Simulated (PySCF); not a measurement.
# Identify the compound

An unknown has the formula CH8BN. Its calculated NMR data are:

$^{1}$H NMR (500 MHz, computed): δ 2.71 (br s, 2H), 2.53 (s, 3H), 2.00 (br, 3H).

$^{13}$C{$^{1}$H} NMR (computed): δ 36.7.

- GIAO CAM-B3LYP/pcSseg-2 shieldings
- PBE0-D3(BJ)/def2-SVP structure
- J: B3LYP/pcJ-1 (spin–dipole term only in couplings to heteroatoms)
- run in PySCF 2.14
- fast rotation and ring inversion assumed for equivalent nuclei, non-relativistic Hamiltonian, no solvent, a single conformation

References, each an isolated molecule treated in the same way: $^{1}$H (31.34 ppm), $^{13}$C (182.55 ppm) vs TMS.

**Question.** Deduce the structure.

**Answer.** 
1. Carbon types of the structure: 1 × CH3, leaving 5 H on heteroatoms.
2. δC 36.7: methyl carbon bonded to N; pulled downfield by the heteroatom.
3. δH 2.71: hydrogen on a donor nitrogen of a Lewis adduct; exchangeable, gas-phase position.
4. δH 2.53: hydrogen on a methyl carbon bonded to N; its carbon carries N, an electronegative neighbour.
5. δH 2.00: hydrogen on a boron bonded to N.

Structure: SMILES [BH3-][NH2+]C.

OH/NH shifts are gas-phase values; hydrogen bonding in solution moves them, usually downfield. Hydrogens on boron are broadened and split by $^{11}$B (spin 3/2, 80 %) and 10B (spin 3). Shifts are as computed, not scaled to solution data. Of 1211 compounds with measured shifts, 218 miss one by over three times the rms of a fit or turn the order of signals round; such compounds aren't used in these exercises. Couplings to exchangeable protons are dropped.
